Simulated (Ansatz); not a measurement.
A made-up structure of Si$_{2}$H$_{2}$O, singlet:

```
5
angstrom
O -0.8946 -1.1446 2.0613
Si -0.2883 -0.4383 0.7348
Si 0.6034 0.6725 -1.2896
H -0.3783 -0.2159 -1.4156
H 0.9578 1.1263 -0.0910
```

It is relaxed with PBE-D4/def2-SVP and then PBE0-D4/def2-TZVP (Ansatz 0.2.0). Atoms count as bonded within 1.22 times the sum of their covalent radii (H–H: 0.88 Å). The end point is not checked to be a true minimum.

(1) Does its bonding change? (A judgement: the text doesn't fix the answer.)

Answers

(1) Computed: No: no bond forms or breaks.

Where it ends: The first stage lowers the energy by 3.45 eV in 9 steps. It ends as Si₂H₂O ([O][Si][SiH2]):
| atom | x (Å) | y (Å) | z (Å) |
| --- | --- | --- | --- |
| O1 | -0.8536 | -0.9712 | 1.8446 |
| Si2 | -0.0231 | -0.6068 | 0.6379 |
| Si3 | 0.9363 | 0.2349 | -1.1822 |
| H4 | -0.6262 | 0.0725 | -1.2415 |
| H5 | 0.5665 | 1.2705 | -0.0588 |

Labels in which every atom is bracketed show which atoms are joined, not bond orders.

For scale, one of the runs: PBE0-D4/def2-TZVP relaxation, 117 basis functions, launched by `ansatz run in.yaml --threads 2 --pin off --events-out ev --progress --plain --max-ram 4352MiB`. Hardware: 2 CPU threads of an Arm Neoverse V2, shared host. Wall time about 13 s.
